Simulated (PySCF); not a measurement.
Species: CH₆NP.
InChI=1S/CH6NP/c1-2-3/h1,3H3

All values: CAM-B3LYP/def2-SVPD (PySCF, non-relativistic), on one gas-phase PBE0-D3(BJ)/def2-SVP geometry that isn't relaxed in the solvent. The solvent is an IEF-PCM continuum (cavity from Bondi-type radii × 1.2), and excitations are vertical TDDFT with non-equilibrium linear response and a frozen core. Specific hydrogen bonds and non-electrostatic terms are outside this model.

Gas-phase singlets (H = HOMO, L = LUMO):

```tsv
state	E (eV)	λ (nm)	f	leading configurations
S1	5.077	244	0.004	H→L+1 82%, H→L 14%
S2	5.597	222	0.026	H→L 85%, H→L+1 13%
S3	5.945	209	0.010	H-1→L+1 75%, H-1→L 15%
S4	6.129	202	0.000	H→L+2 93%
S5	6.380	194	0.018	H-1→L 77%, H→L+4 13%
```

Problem. What are the lowest 5 singlets in chloroform (ε = 4.711)?

Solution. 
```csv
state,E (eV),λ (nm),f,leading configurations,change by rank (eV)
S1,5.294,234,0.004,"H→L 52%, H→L+1 42%",+0.217
S2,5.916,210,0.039,"H→L+1 52%, H→L 46%",+0.319
S3,6.188,200,0.017,"H-1→L 53%, H-1→L+1 38%",+0.243
S4,6.386,194,0.000,"H→L+3 87%, H→L+2 11%",+0.257
S5,6.762,183,0.020,"H-1→L 40%, H-1→L+1 34%, H→L+4 23%",+0.382
```

Problem. How does the list change in dichloromethane (ε = 8.93)?

Solution. 
| state | E (eV) | λ (nm) | f | leading configurations | change by rank (eV) |
| --- | --- | --- | --- | --- | --- |
| S1 | 5.343 | 232 | 0.004 | H→L 60%, H→L+1 34% | +0.266 |
| S2 | 5.997 | 207 | 0.040 | H→L+1 59%, H→L 37% | +0.400 |
| S3 | 6.245 | 199 | 0.017 | H-1→L 60%, H-1→L+1 31% | +0.300 |
| S4 | 6.446 | 192 | 0.000 | H→L+3 89%, H→L+2 8% | +0.317 |
| S5 | 6.846 | 181 | 0.019 | H-1→L+1 37%, H-1→L 33%, H→L+4 27% | +0.466 |

Problem. The ground-state energy changes by -0.247 eV from gas to dichloromethane. By how much does the total energy of gas-phase S1 change?

Solution. E(S1) = E(S0) + excitation energy, so it changes by -0.247 + 0.266 = +0.019 eV: it isn't lowered at all, while the ground state is. This is the vertical state, with the slow part of the continuum still set for S0.

Problem. How do the frontier levels move from gas to dichloromethane?

Solution. 
```csv
orbital,gas (eV),solvent (eV),change (eV)
LUMO+2,2.27,2.43,+0.16
LUMO+1,1.28,1.64,+0.36
LUMO,1.04,1.33,+0.29
HOMO,-7.58,-7.60,-0.02
HOMO-1,-8.28,-8.39,-0.11
HOMO-2,-12.12,-12.02,+0.10
HOMO-3,-12.45,-12.30,+0.15
```

The HOMO–LUMO gap goes from 8.62 to 8.93 eV. Rows go by rank; for HOMO-3, HOMO-2, LUMO, LUMO+1 and LUMO+2 the atom shares or the degeneracy differ between the runs, so the row needn't follow one orbital.
